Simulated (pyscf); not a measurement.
9 silicon, germanium or tin steps of one kind (four-centre exchange, closed-shell): barrier in kcal/mol, from the separated reactants or the lowest minimum found. PySCF, gas phase, ωB97X-D3(BJ)/def2-SVP geometries. Functionals in def2-TZVP; the last column is ωB97M-D3(BJ)/def2-TZVP. Rows were drawn at random from the steps of this kind and element class whose saddle was verified and whose references are stable.

```tsv
step	PBE	M06-2X	B3LYP-D3(BJ)	ωB97M-D3(BJ)
`[Cl][SnH]([Cl])[Cl]` + `[FH]` → `[F][Sn]([Cl])([Cl])[Cl]` + `[H][H]`	23.6	29.0	28.4	30.3
`[OH][SiH2][F]` + `[OH2]` → `[OH][SiH]([OH])[F]` + `[H][H]`	___	27.6	28.7	27.7
`[OH][PH][SiH3]` + `[H][H]` → `[SiH3][PH2]` + `[OH2]`	51.3	63.6	59.5	60.4
`[OH][SiH2][OH]` + `[OH2]` → `[OH][SiH]([OH])[OH]` + `[H][H]`	___	29.6	29.6	28.5
`[F][GeH3]` + `[OH2]` → `[OH][GeH2][F]` + `[H][H]`	31.3	34.0	36.1	36.7
`[F][Si]([F])([F])[Si]([F])([F])[F]` + `[F][CH2][F]` → `[F][CH2][Si]([F])([F])[F]` + `[F][Si]([F])([F])[F]`	57.2	64.2	61.6	62.7
`[NH2][SiH2][Cl]` + `[ClH]` → `[NH2][SiH]([Cl])[Cl]` + `[H][H]`	26.2	32.0	31.0	32.3
`[OH][SiH]([OH])[OH]` + `[FH]` → `[OH][Si]([OH])([OH])[F]` + `[H][H]`	18.5	25.0	24.3	23.8
`[OH][Si]([OH])([OH])[Cl]` + `[FH]` → `[OH][Si]([OH])([OH])[F]` + `[ClH]`	17.7	23.3	22.7	22.9
```

### Question
What belongs in the gaps?

### Answer

- `[OH][SiH2][F]` + `[OH2]` → `[OH][SiH]([OH])[F]` + `[H][H]`, PBE: 23.5
- `[OH][SiH2][OH]` + `[OH2]` → `[OH][SiH]([OH])[OH]` + `[H][H]`, PBE: 24.4

Differences from the last column (kcal/mol): PBE: mean -5.7, median -5.4, mean size 5.7, lower in 9 of 9; M06-2X: mean +0.3, median +0.4, mean size 1.3, lower in 4 of 9; B3LYP-D3(BJ): mean -0.4, median -0.7, mean size 0.9, lower in 6 of 9. PBE is closest for row 4 (4.0 kcal/mol apart) and farthest for row 3 (9.0 kcal/mol). PBE, r²SCAN and M06-2X carry no added dispersion term. The last column is a level with limits of its own. Each barrier is that of the saddle found. Elements up to Kr have no core potential and no relativistic terms here. Elements past Kr carry the def2 core potentials, without spin-orbit coupling.
